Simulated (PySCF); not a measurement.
Dimethylphosphine, C₂H₇P.
InChI=1S/C2H7P/c1-3-2/h3H,1-2H3

Theory: TDDFT PBE0/def2-SVPD, vertical, gas phase, core orbitals frozen in the response (PySCF 2.14.0, density-fitted response routines). Geometry: PBE0-D3(BJ)/def2-SVP; no solvent, vibrations or thermal averaging.

Computed states:

```csv
state,E (eV),f
S1,6.09,0.034
S2,6.38,0.074
S3,7.28,0.122
S4,7.39,0.052
S5,8.04,0.021
S6,8.10,0.056
```

Each state is given a Gaussian of 0.3 eV full width at half maximum, with ε(max) = 2.175×10⁸ f / Δν̃ (Δν̃ the width in cm⁻¹). The width is an assumption, not a result. The curve ends short of the highest state used, and states not computed would add to its high-energy end.

(1) What does the envelope look like, and where are its maxima?

(2) On this curve, what absorbance would a 10⁻⁵ mol/L sample give at 193 nm over a 1 cm path?

(3) Coming from long wavelengths, where does ε first pass 100 L mol⁻¹ cm⁻¹?

(4) Does any computed singlet lie in the visible range?

Answers

(1) 
E (eV), ε (L mol⁻¹ cm⁻¹) and a bar:
```
     5.64          6 
     5.70         28 
     5.77        128 
     5.83        374 #
     5.90        992 ##
     5.96       1816 ####
     6.03       2861 ######
     6.09       3555 #######
     6.15       4095 #########
     6.22       4963 ##########
     6.28       6023 #############
     6.35       6891 ##############
     6.41       6524 ##############
     6.48       4756 ##########
     6.54       2876 ######
     6.60       1397 ###
     6.67        455 #
     6.73        138 
     6.80         35 
     6.86         56 
     6.92        216 
     6.99        880 ##
     7.05       2327 #####
     7.12       5534 ############
     7.18       9283 ###################
     7.25      13159 ###########################
     7.31      14378 ##############################
     7.37      13036 ###########################
     7.44       9262 ###################
     7.50       5706 ############
```

Maxima: 195 nm (6.36 eV), ε about 6900, made up of S2 (96%); 170 nm (7.31 eV), ε about 14000, made up of S3 (74%) and S4 (26%) (ε in L mol⁻¹ cm⁻¹; maxima over ε = 5, shares over 10%).

(2) 193 nm is 6.424 eV, where ε is about 6300 L mol⁻¹ cm⁻¹, so A = ε c l ≈ 0.063 (Beer–Lambert, with the gas-phase spectrum and the assumed width).

(3) At about 215 nm (5.76 eV), 0.33 eV below S1.

(4) No computed singlet lies in the visible range (380 to 750 nm); the lowest, at 204 nm, stands 2.83 eV above its violet end (3.26 eV).
